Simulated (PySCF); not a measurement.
Dissociation curve of SMILES C=O (CH2O). The C1–O4 bond (C1 also carries H, H; O4 carries nothing else) is pulled apart rigidly from the PBE0/def2-TZVP optimised geometry.

Computed with: RKS-BP86/6-31G* = restricted BP86/6-31G*, spherical d (PySCF); RKS-B3LYP/6-31G* = restricted B3LYP/6-31G*, spherical d (PySCF 2.14.0); RMP2/3-21G = restricted MP2 (frozen core)/3-21G (PySCF); UCCSD(T) = CCSD(T) on UHF/cc-pVDZ, 2 core orbitals frozen (PySCF).

Energies relative to the lowest point of each curve near equilibrium, in kJ/mol; the last columns give the difference from UCCSD(T):

```
R / Å  RKS-BP86/6-31G*  RKS-B3LYP/6-31G*  RMP2/3-21G  UCCSD(T)  RKS-BP86/6-31G* − UCCSD(T)  RKS-B3LYP/6-31G* − UCCSD(T)  RMP2/3-21G − UCCSD(T)
-----  ---------------  ----------------  ----------  --------  --------------------------  ---------------------------  ---------------------
0.97             439.0             417.7       501.6     433.8                         5.3                        -16.1                   67.8
1.02             245.8             228.9       295.7     242.2                         3.6                        -13.3                   53.5
1.08             102.7              91.0       137.7     100.5                         2.2                         -9.4                   37.2
1.13              36.7              29.6        60.0      35.4                         1.3                         -5.8                   24.6
1.16              14.6              10.2        30.9      13.7                         0.9                         -3.5                   17.2
1.20               0.8               0.0         8.0       0.4                         0.4                         -0.4                    7.6
1.23               0.0               1.9         0.3       0.0                         0.0                          1.9                    0.3
1.27               8.9              14.4         0.0      10.9                        -2.0                          3.5                  -10.9
1.31              26.7              35.8         8.5      30.4                        -3.8                          5.4                  -22.0
1.39              80.3              96.5        43.6      86.8                        -6.5                          9.7                  -43.2
1.50             175.3             200.9       115.8     183.8                        -8.5                         17.1                  -68.0
1.60             268.8             302.3       202.2     277.5                        -8.7                         24.8                  -75.3
1.78             431.1             477.3       485.9     431.8                        -0.7                         45.5                   54.1
1.99             594.3             652.0       752.7     561.8                        32.5                         90.2                  190.8
2.17             708.4             772.3       853.2     632.8                        75.6                        139.6                  220.4
2.41             826.3             891.1       925.3     680.7                       145.6                        210.4                  244.6
2.60             896.3             953.8       959.6     696.0                       200.2                        257.8                  263.5
2.92             979.1            1013.8       993.3     705.5                       273.5                        308.3                  287.8
3.24            1031.1            1045.4      1010.6     708.7                       322.3                        336.6                  301.8
3.58            1064.9            1065.7      1019.6     710.2                       354.6                        355.5                  309.3
4.22            1094.9            1084.9      1025.5     711.3                       383.6                        373.5                  314.1
```

RKS-BP86/6-31G* is furthest from UCCSD(T) at 4.22 (383.6 kJ/mol, above); its mean absolute difference over the points is 87.2 kJ/mol.

RKS-B3LYP/6-31G* is furthest from UCCSD(T) at 4.22 (373.5 kJ/mol, above); its mean absolute difference over the points is 106.1 kJ/mol.

RMP2/3-21G is furthest from UCCSD(T) at 4.22 (314.1 kJ/mol, above); its mean absolute difference over the points is 124.5 kJ/mol.

The restricted form behind RKS-BP86/6-31G*, RKS-B3LYP/6-31G*, RMP2/3-21G keeps the bonding electrons paired and can't separate into open-shell fragments. The unrestricted determinant behind UCCSD(T) is spin-contaminated at 1.23 to 4.22 Å (<S²> up to 2.0, against 0.00 for a pure singlet).
